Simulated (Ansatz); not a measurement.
**CH6BN (SMILES BCN): one structure at several levels**

One table from this session's results is given with a row withheld; the runs are named, their logs left out.

Computed with Ansatz 0.2.0, Gaussian basis. Level: single points in def2-TZVPP.

Correlated methods freeze the cores.

### Starting geometry

9 atoms, charge 0, spin multiplicity 1.

Atoms are counted from 1 here; the program's logs count them from 0.

Bond lengths: B1–C2 1.558 Å, B1–H4 1.344 Å, B1–H5 1.231 Å, C2–N3 1.475 Å, C2–H6 1.293 Å, C2–H7 1.276 Å, N3–H8 1.161 Å, N3–H9 1.247 Å. Angles: C2–B1–H4 133.2°, C2–B1–H5 131.3°, H4–B1–H5 95.3°, B1–C2–N3 110.9°, B1–C2–H6 99.3°, B1–C2–H7 106.4°, N3–C2–H6 105.0°, N3–C2–H7 104.6°, H6–C2–H7 130.1°, C2–N3–H8 119.7°, C2–N3–H9 121.9°, H8–N3–H9 93.6°.

Coordinates:

```xyz
9
charge 0, multiplicity 1
B     0.4553    1.1489   -0.1257
C     0.3446   -0.3955   -0.2978
N    -0.5262   -0.9787    0.7400
H     1.2206    2.0868   -0.7100
H    -0.2189    1.9432    0.5297
H    -0.3563   -0.4345   -1.3842
H     1.5029   -0.8695   -0.0501
H    -0.8688   -2.0847    0.6482
H    -1.6808   -0.5559    0.9458
```

Set-up of the first run:

Contents of run/in.yaml:

```yaml
crystal:
  periodic: [false, false, false]
  atoms:
    - {symbol: B, position_ang: [0.455300, 1.148900, -0.125700]}
    - {symbol: C, position_ang: [0.344600, -0.395500, -0.297800]}
    - {symbol: N, position_ang: [-0.526200, -0.978700, 0.740000]}
    - {symbol: H, position_ang: [1.220600, 2.086800, -0.710000]}
    - {symbol: H, position_ang: [-0.218900, 1.943200, 0.529700]}
    - {symbol: H, position_ang: [-0.356300, -0.434500, -1.384200]}
    - {symbol: H, position_ang: [1.502900, -0.869500, -0.050100]}
    - {symbol: H, position_ang: [-0.868800, -2.084700, 0.648200]}
    - {symbol: H, position_ang: [-1.680800, -0.555900, 0.945800]}
basis:
  gaussian: {orbitals: def2-TZVPP}
correlation: {method: ccsd_t}
output: {forces: true}
```

No record of the launch command was kept for these runs.

Steps of the session up to this table: CCSD(T)/def2-TZVPP; PBE0-D4/def2-TZVPP; wB97M-V/def2-TZVPP; r2SCAN-D4/def2-TZVPP; PBE-D4/def2-TZVPP; LC-wPBE/def2-TZVPP; BHLYP-D4/def2-TZVPP.

One table of the session follows, with a row left open; its other results are not shown here.

| method | RMS force component (eV/Å) | angle to CCSD(T) forces (°) | dipole (D) |
| --- | --- | --- | --- |
| CCSD(T) | 2.208 | reference | 1.47 |
| PBE0-D4 | 2.194 | 4.3 | 1.53 |
| wB97M-V | 2.241 | 3.0 | 1.56 |
| r2SCAN-D4 | 2.151 | 3.4 | 1.52 |
| PBE-D4 | 2.017 | 3.9 | 1.53 |
| LC-wPBE | ? | ? | ? |
| BHLYP-D4 | 2.367 | 4.4 | 1.51 |

Estimate the missing values for LC-wPBE.

**Answer.** RMS force component (eV/Å): 2.311; angle to CCSD(T) forces (°): 4.5; dipole (D): 1.58. In the column «RMS force component (eV/Å)» it lies between wB97M-V (2.241) and BHLYP-D4 (2.367).
